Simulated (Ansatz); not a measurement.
System: chalcopyrite CuGaSe2. Method: rVV10 (Ansatz, an electronic-structure program, plane waves, PAW).

Numerical settings: plane-wave cutoff 520 eV, 8×8×8 k mesh, Fermi–Dirac smearing 0.01 eV, no spin polarisation, scalar-relativistic PAW data made under PBE.

Equation-of-state points:

| V (Å³/atom) | E − E_lowest (meV/atom) |
|---|---|
| 22.087 | 7.41 |
| 22.547 | 1.78 |
| 23.007 | 0.00 |
| 23.468 | 1.65 |
| 23.928 | 6.36 |

Question: What bulk modulus B0 and pressure derivative B′ does a third-order Birch–Murnaghan fit give?

Answer: V0 = 23.007 Å³/atom, B0 = 59.6 GPa, B′ = 4.8 (fit to the energies at full precision).

Shape and atoms are relaxed at each volume.

Note: the bulk modulus comes from volumes at which shape and atoms were relaxed.

Static lattice: no zero-point or thermal effects.
